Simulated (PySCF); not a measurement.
Name the molecule from its bond curve

A diatomic of charge 0 contains F (the partner may be the same element). Its singlet curve at PBE0 in a double-zeta basis (no relativity, PySCF), in eV from the separated fragments:

| R (Å) | E (eV) |
| --- | --- |
| 1.186 | -0.270 |
| 1.241 | -0.890 |
| 1.296 | -1.234 |
| 1.338 | -1.358 |
| 1.379 | -1.393 |
| 1.420 | -1.360 |
| 1.476 | -1.236 |
| 1.544 | -0.994 |
| 1.627 | -0.627 |
| 1.738 | -0.086 |

The fit gives ωe = 1072 cm⁻¹ and the rotational constant Bₑ = 0.9347 cm⁻¹.

Question: Which atom is the partner?

Answer: The minimum lies at 1.378 Å, so the reduced mass is 16.8576 u Å² cm⁻¹/(Bₑ·Re²) = 9.498 u. With F at 19.00 u the partner weighs about 19.0 u: F. The molecule is F2.
